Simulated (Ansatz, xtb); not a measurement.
**Relaxing a trial structure of C3H2F+**

The starting geometry of this gas-phase singlet was built from a drawn formula by distance geometry and a force field; its bonds are those of `F[C@@H]1[C+]=C1`.

```csv
atom,x (Å),y (Å),z (Å)
C,-1.0721,0.2910,-1.5014
C,-0.2162,0.0205,-0.4580
C,0.3124,0.7783,-1.3307
F,-2.0435,1.2407,-1.3238
H,-1.3064,-0.4293,-2.2644
H,1.1163,0.3874,-2.0498
```

Question: Predict what it relaxes into with r2SCAN-D4/def2-SVP.

Answer: A bond breaks, leaving `[CH+]=C=CF`. Contacts that open: C1–C3 (1.48 → 2.60 Å).

The energy falls by 3.83 eV over 15 steps:

| step | E − E(last) (eV) |
| --- | --- |
| 1 | 3.827 |
| 3 | 1.807 |
| 4 | 1.456 |
| 6 | 0.923 |
| 7 | 0.665 |
| 9 | 0.279 |
| 10 | 0.132 |
| 12 | 0.010 |
| 13 | 0.000 |
| 15 | 0.000 |

Final geometry (Å):

```xyz
6

C    -1.5904    0.2377   -1.5218
C    -0.2324    0.4272   -1.4763
C     0.9916    0.5325   -1.4641
F    -2.3845    1.1302   -1.1047
H    -2.0668   -0.6781   -1.9135
H     2.0730    0.6390   -1.4475
```

From the same start GFN2-xTB reaches the same bonding as this run.

The end wasn't checked by frequencies. Run with Ansatz 0.2.0, 29 s on 1 thread of Intel(R) Xeon(R) Platinum 8259CL CPU @ 2.50GHz (Skylake/Cascade Lake), with other jobs on the host.
